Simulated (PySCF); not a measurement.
An unknown gives this computed stick spectrum. Level of theory: TDDFT CAM-B3LYP/def2-SVPD, vertical, gas phase, core orbitals frozen in the response in PySCF 2.14.0, density-fitted response routines. Geometries: PBE0-D3(BJ)/def2-SVP, one conformer each. Relativistic effects are left out although some hold elements past zinc.

```csv
state,E (eV),λ (nm),f
S1,6.33,196.0,0.0000
S2,8.25,150.2,0.018
S3,8.29,149.6,0.151
S4,8.37,148.1,0.034
S5,8.89,139.5,0.0068
S6,9.20,134.8,0.045
S7,9.43,131.4,0.032
S8,9.76,127.0,0.026
S9,9.89,125.4,0.048
S10,10.19,121.6,0.087
```

Triplets computed (Tamm–Dancoff): 5.74, 6.74, 7.83, 8.16 eV.

Orbital energies (eV): HOMO-3 -13.49, HOMO-2 -11.68, HOMO-1 -10.86, HOMO -10.07, LUMO 0.67, LUMO+1 1.23, LUMO+2 1.97.

Task: Which structure fits?
A. GaH2(OMe) (`[H][Ga]([H])[O]C`)
B. BH2(OMe) (`[H]B([H])OC`)
C. cyanoformaldehyde (`N#CC=O`)

Result: B. Its S1, at 6.33 eV, is the highest among the candidates; the nearest of the others has S1 at 5.50 eV. S1 is HOMO→LUMO (97%). Löwdin shares by element: HOMO oxygen 33%, hydrogen 31% or more, boron 28%; LUMO boron 46%, oxygen 27%, hydrogen 24% or more. At the same level the other candidates give, for their lowest levels:
- `N#CC=O`: 3.85 eV (f 0.001); 5.85 eV (f 0.000); 6.69 eV (f 0.100); 7.36 eV (f 0.011); 7.83 eV (f 0.001); T1 3.21 eV; HOMO -10.83, LUMO -2.02 eV
- `[H][Ga]([H])[O]C`: 5.50 eV (f 0.002); 5.98 eV (f 0.070); 6.27 eV (f 0.002); 7.08 eV (f 0.008); 7.33 eV (f 0.042); T1 5.11 eV; HOMO -9.34, LUMO -0.38 eV
